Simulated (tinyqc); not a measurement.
Worked calculation: Pariser-Parr-Pople SCF with singles CI, for the molecule c1ccoc1 (SMILES; centres numbered as the heavy atoms are written). Computed by tinyqc, a small Python program that keeps every step. Settings: charge = 0, gamma = MN, start = core, damping = 0, iteration cap = 89, excitations kept = 6. Command: `OMP_NUM_THREADS=1 python tinyqc.py 21862 21863 out.jsonl` (the two numbers bound the seeds that draw the settings). One thread of a shared host (Intel(R) Xeon(R) Processor @ 2.60GHz), about 0.01 s of CPU time with the checks. Later iterations appear only in the table of the cycle.

## PPP integrals

Centres (angstrom, eV; a flat drawing with bonds scaled to 1.40 angstrom):

| centre | x | y | core charge z | W | gamma_rr |
|---|---|---|---|---|---|
| 1C | 1.191000 | 0.000000 | 1 | 11.160000 | 11.130000 |
| 2C | 0.368000 | 1.133000 | 1 | 11.160000 | 11.130000 |
| 3C | -0.963000 | 0.700000 | 1 | 11.160000 | 11.130000 |
| 4O | -0.963000 | -0.700000 | 2 | 33.000000 | 21.500000 |
| 5C | 0.368000 | -1.133000 | 1 | 11.160000 | 11.130000 |

Resonance integrals (eV):

| i | j | beta |
|---|---|---|
| 1 | 2 | -2.390000 |
| 2 | 3 | -2.390000 |
| 3 | 4 | -2.240000 |
| 4 | 5 | -2.240000 |
| 5 | 1 | -2.390000 |

Mataga-Nishimoto: gamma = 14.399645/(R + a), a = 2 x 14.399645/(gamma_rr + gamma_ss); H_rr = -W_r - sum_(s != r) z_s gamma_rs; H_rs = beta for bonds.

repulsion gamma_rs (eV), lower triangle:
```
           1C         2C         3C         4O         5C
1C  11.130000
2C   5.344818  11.130000
3C   4.046371   5.346212  11.130000
4O   4.574962   4.574406   6.308436  21.500000
5C   5.344818   4.045107   4.045936   6.309373  11.130000
```

core matrix H (eV), lower triangle:
```
            1C          2C          3C          4O          5C
1C  -35.045931
2C   -2.390000  -35.044949
3C    0.000000   -2.390000  -37.215391
4O    0.000000    0.000000   -2.240000  -54.767178
5C   -2.390000    0.000000    0.000000   -2.240000  -37.214608
```

## Starting guess

pi electrons, sum of z_r less the charge = 6

Orbitals of the core matrix H.

P at the start, lower triangle:
```
           1C         2C         3C        4O        5C
1C   0.735428
2C   0.425517   0.735156
3C   0.125635   0.849229   1.278945
4O  -0.108607  -0.108607   0.126158  1.971888
5C   0.849328   0.125731  -0.411461  0.126199  1.278582
```

## Iteration 1: Fock matrix

F_rr = H_rr + P_rr gamma_rr / 2 + sum_(s != r) P_ss gamma_rs; F_rs = H_rs - P_rs gamma_rs / 2; E = tr P (H + F) / 2 + core repulsion sum_(r<s) z_r z_s gamma_rs.

F (eV), lower triangle:
```
           1C         2C         3C          4O         5C
1C  -5.993808
2C  -3.527155  -5.993343
3C  -0.254182  -4.660078  -5.579352
4O   0.248437   0.248405  -2.637929  -10.706723
5C  -4.659751  -0.254299   0.832373   -2.638117  -5.578873
```

pi energy = -93.929100 eV

## Iteration 1: orbitals and new P

Diagonalise F (the basis is taken as orthonormal) and form P = 2 sum c c over the lowest orbitals.

orbital energies (eV): -13.862069  -10.570766  -9.266048  -0.541358  0.388142

P after iteration 1, lower triangle:
```
           1C         2C         3C        4O        5C
1C   1.079925
2C   0.488517   1.079833
3C  -0.072644   0.840078   1.022068
4O  -0.209714  -0.209701   0.372862  1.796214
5C   0.840063  -0.072608  -0.386624  0.372910  1.021959
```

## Iteration 2: Fock matrix

As before.

F (eV), lower triangle:
```
           1C         2C         3C          4O         5C
1C  -5.449171
2C  -3.695516  -5.448933
3C   0.146972  -4.635618  -5.918702
4O   0.479718   0.479629  -3.416089  -12.682088
5C  -4.634992   0.146854   0.782128   -3.416413  -5.919152
```

pi energy = -96.201241 eV

## Iteration 2: orbitals and new P

As before.

orbital energies (eV): -15.424023  -10.978374  -9.611448  -0.561059  1.156858

P after iteration 2, lower triangle:
```
           1C         2C         3C        4O        5C
1C   1.062826
2C   0.522268   1.062807
3C  -0.071561   0.816650   1.060731
4O  -0.226442  -0.226392   0.406573  1.752891
5C   0.816634  -0.071560  -0.398714  0.406602  1.060746
```

## Iteration 3: Fock matrix

As before.

F (eV), lower triangle:
```
           1C         2C         3C          4O         5C
1C  -5.469784
2C  -3.785714  -5.469663
3C   0.144781  -4.572992  -5.980138
4O   0.517983   0.517805  -3.522419  -12.815311
5C  -4.572381   0.144734   0.806585   -3.522701  -5.980488
```

pi energy = -96.264065 eV

## Iteration 3: orbitals and new P

As before.

orbital energies (eV): -15.616477  -11.062949  -9.598675  -0.565052  1.127768

P after iteration 3, lower triangle:
```
           1C         2C         3C        4O        5C
1C   1.061897
2C   0.537618   1.061880
3C  -0.073409   0.806189   1.067489
4O  -0.227666  -0.227613   0.416492  1.741221
5C   0.806173  -0.073413  -0.408229  0.416518  1.067513
```

## Convergence

Stop when output and input P, before any damping, agree to 1e-7.

Course of the cycle:

| iteration | E (eV) | largest \|P(out) - P(in)\| |
|---|---|---|
| 1 | -93.92910003 | 3.45e-01 |
| 2 | -96.20124075 | 4.33e-02 |
| 3 | -96.26406489 | 1.54e-02 |
| 4 | -96.27069386 | 7.06e-03 |
| 5 | -96.27185739 | 3.23e-03 |
| 6 | -96.27209528 | 1.48e-03 |
| 7 | -96.27214515 | 6.79e-04 |
| 8 | -96.27215565 | 3.12e-04 |
| 9 | -96.27215786 | 1.43e-04 |
| 10 | -96.27215833 | 6.56e-05 |
| 11 | -96.27215842 | 3.01e-05 |
| 12 | -96.27215845 | 1.38e-05 |
| 13 | -96.27215845 | 6.35e-06 |
| 14 | -96.27215845 | 2.91e-06 |
| 15 | -96.27215845 | 1.34e-06 |
| 16 | -96.27215845 | 6.14e-07 |
| 17 | -96.27215845 | 2.82e-07 |
| 18 | -96.27215845 | 1.29e-07 |
| 19 | -96.27215845 | 5.93e-08 |

Converged in 19 iterations.

## Converged orbitals

Charges are z - P_rr.

orbital energies (eV): -15.705913  -11.087278  -9.588158  -0.579714  1.127575

coefficients:
```
         MO1        MO2        MO3        MO4        MO5
1C  0.175020   0.610161   0.357392  -0.311576  -0.610133
2C  0.175039   0.610255  -0.357209  -0.311354   0.610254
3C  0.353433   0.195059  -0.610162   0.580516  -0.357408
4O  0.829992  -0.423406  -0.000071  -0.363099   0.000044
5C  0.353451   0.194862   0.610225   0.580637   0.357193
```

pi charges: 1C -0.061315, 2C -0.061298, 3C -0.070521, 4O 0.263681, 5C -0.070547

## Singles CI, singlets

Over the 6 single excitations with the smallest orbital gaps: A = (e_a - e_i) delta + 2 (ia|jb) - (ij|ab), with (pq|rs) = sum c_mp c_mq gamma_mn c_nr c_ns. f = 2/3 w |mu|^2 in atomic units, mu = sqrt2 sum c_ia sum_m c_mi c_ma R_m.

singlet CI matrix (eV), lower triangle:
```
           3>4        2>4       3>5       2>5        1>4        1>5
3>4   5.963985
2>4   0.000518   6.926887
3>5   0.000540   0.972188  7.243460
2>5  -0.073376   0.000077  0.000034  8.517294
1>4   0.000051  -0.055234  0.004513  0.000312  10.886814
1>5   0.361322   0.000248  0.000313  0.334308  -0.000196  12.145652
```

singlet excitation energies (eV): 5.939581  6.099762  8.069791  8.491131  10.887609  12.196217

oscillator strengths: 0.404319  0.011759  1.022267  0.238357  0.024537  0.041767

## Singles CI, triplets

Over the 6 single excitations with the smallest orbital gaps: A = (e_a - e_i) delta - (ij|ab), with (pq|rs) = sum c_mp c_mq gamma_mn c_nr c_ns.

triplet CI matrix (eV), lower triangle:
```
           3>4        2>4        3>5        2>5       1>4        1>5
3>4   2.531053
2>4  -0.000262   4.559726
3>5  -0.000124  -1.005427   4.796752
2>5  -1.005427   0.000276   0.000368   5.441242
1>4  -0.000186   0.711120  -0.911654   0.000134  7.589875
1>5  -0.911654   0.000134   0.000485  -0.552056  0.000130  11.570035
```

triplet excitation energies (eV): 2.104169  3.664163  5.146582  5.744158  8.135608  11.694003
